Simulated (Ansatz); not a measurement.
**C2H3FO2: up Jacob's ladder to CCSD(T)**

One table from this session's results is given with a row withheld; the runs are named, their logs left out.

Computed with Ansatz 0.2.0, Gaussian basis. Level: functionals in def2-TZVPP, the program's frozen cores in correlated methods.

Plan: LDA (SPW92), PBE-D4, revPBE-D4, BLYP-D4, r2SCAN-D4, B97M-V, PBE0-D4, B3LYP-D4, r2SCANh-D4, r2SCAN0-D4, HSE06-D4, BHLYP-D4, CAM-B3LYP-D4, LC-ωPBE, ωB97X-V, ωB97M-V, B2PLYP, PBE-QIDH; CCSD(T)/def2-SVP; CCSD(T)/def2-TZVPP; MP2/def2-QZVPP; extrapolation to the limit; RPA on PBE.

**Structure used throughout**

The geometry comes from an earlier relaxation with PBE0-D4 in a triple-zeta def2 set; it is a stationary point, not always the lowest conformer.

SMILES `O=COCF`, 8 atoms, charge 0, spin multiplicity 1.

Atoms are counted from 1 here; the program's logs count them from 0.

Bond lengths: O1–C2 1.196 Å, C2–O3 1.334 Å, C2–H6 1.099 Å, O3–C4 1.414 Å, C4–F5 1.349 Å, C4–H7 1.092 Å, C4–H8 1.092 Å. Angles: O1–C2–O3 125.2°, O1–C2–H6 125.4°, O3–C2–H6 109.4°, C2–O3–C4 115.0°, O3–C4–F5 105.8°, O3–C4–H7 110.1°, O3–C4–H8 110.1°, F5–C4–H7 109.7°, F5–C4–H8 109.7°, H7–C4–H8 111.4°.

The first run:

in.yaml reads:

```yaml
crystal:
  periodic: [false, false, false]
  atoms:
    - {symbol: O, position_ang: [0.561351, -0.695607, 1.563357]}
    - {symbol: C, position_ang: [0.375745, 0.425182, 1.190687]}
    - {symbol: O, position_ang: [-0.041530, 0.770526, -0.028021]}
    - {symbol: C, position_ang: [-0.266115, -0.310093, -0.912333]}
    - {symbol: F, position_ang: [-0.658794, 0.244782, -2.077600]}
    - {symbol: H, position_ang: [0.521610, 1.329725, 1.796698]}
    - {symbol: H, position_ang: [0.659924, -0.869120, -1.063806]}
    - {symbol: H, position_ang: [-1.059992, -0.952496, -0.524682]}
basis:
  gaussian: {orbitals: def2-TZVPP}
hamiltonian: {xc: lda}
output: {orbitals: {seedname: orbitals}}
```

Among the steps run: LDA; PBE-D4 (GGA); revPBE-D4 (GGA); BLYP-D4 (GGA); r2SCAN-D4 (meta-GGA); B97M-V (meta-GGA); PBE0-D4 (hybrid); B3LYP-D4 (hybrid); r2SCANh-D4 (hybrid); r2SCAN0-D4 (hybrid); HSE06-D4 (hybrid); BHLYP-D4 (hybrid); CAM-B3LYP-D4 (range-separated); LC-ωPBE (range-separated); ωB97X-V (range-separated); ωB97M-V (range-separated); B2PLYP (double hybrid); PBE-QIDH (double hybrid).

One of the session's tables, all rows but one given; the rest of the session is left out.

It belongs to the step «Frontier levels by functional». 

```
  functional  HOMO (eV)  gap (eV)
 LDA (SPW92)      -7.20      5.39
      PBE-D4      -6.99      5.48
   revPBE-D4      -6.91      5.51
     BLYP-D4      -6.92      5.49
   r2SCAN-D4      -7.36      6.09
      B97M-V      -7.50      6.34
     PBE0-D4      -8.73      8.36
    B3LYP-D4      -8.48      7.79
  r2SCANh-D4      -8.01      7.17
  r2SCAN0-D4      -8.99      8.78
    HSE06-D4      -8.31      7.56
    BHLYP-D4     -10.44     11.28
CAM-B3LYP-D4     -10.25     11.07
     LC-ωPBE          ?         ?
     ωB97X-V     -11.23     13.30
     ωB97M-V     -11.18     13.14
```

Estimate the missing values for LC-ωPBE.

The run gave: HOMO (eV): -11.56; gap (eV): 13.71. In the column «HOMO (eV)» it is the lowest.
